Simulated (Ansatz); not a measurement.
A trace of molecular dynamics of CH₅SSi (8 atoms, charge -1, multiplicity 1).

Theory: RKS PBE0/def2-SVP in Ansatz 0.2.0.

- ensemble: NVE (velocity Verlet)
- starting velocities drawn for: 300 K
- seed: 13034

```
time (fs)  T (K)  potential energy less start (eV)  conserved less start (meV/atom)
      0.0    300                             0.000                             0.00
      4.0    161                             0.110                             0.21
      8.0    135                             0.131                             0.33
     12.0    434                            -0.102                             0.18
     16.0   1005                            -0.546                             0.07
     20.0   1298                            -0.773                             0.13
     24.0    915                            -0.475                             0.23
     28.0    755                            -0.352                             0.08
     32.0    925                            -0.485                             0.04
     36.0    933                            -0.489                             0.21
     40.0    829                            -0.409                             0.09
     44.0    743                            -0.344                             0.03
     48.0    748                            -0.346                             0.17
     52.0   1068                            -0.595                             0.08
     56.0   1189                            -0.689                            -0.02
     60.0    948                            -0.502                             0.12
     64.0    658                            -0.276                             0.18
     68.0    457                            -0.121                             0.14
     72.0    684                            -0.298                             0.01
     76.0    587                            -0.220                             0.24
     80.0    625                            -0.250                             0.24
     84.0    907                            -0.471                            -0.03
     88.0    944                            -0.499                             0.12
     92.0   1058                            -0.586                             0.21
     96.0    987                            -0.533                             0.06
    100.0    740                            -0.341                            -0.04
```

Problem. Can this run be trusted? Judge the integration.

Solution. The conserved energy stayed within 0.34 meV per atom of its start (net change -0.036 meV per atom), so the integration is sound. The system heated up, since it started high on the potential surface and ran downhill. A run of 0.1 ps of so small a system gives no equilibrium averages. The orbitals stay closed-shell, which can raise the energy where a bond breaks towards radicals; this wasn't checked here. Limits of this set-up: an anion without diffuse functions, the dipole of an ion depends on the origin. The time step was 0.5 fs.

The run took 9.5 min on 1 thread of Arm Neoverse V1, on a shared host, peak memory 0.13 GiB.
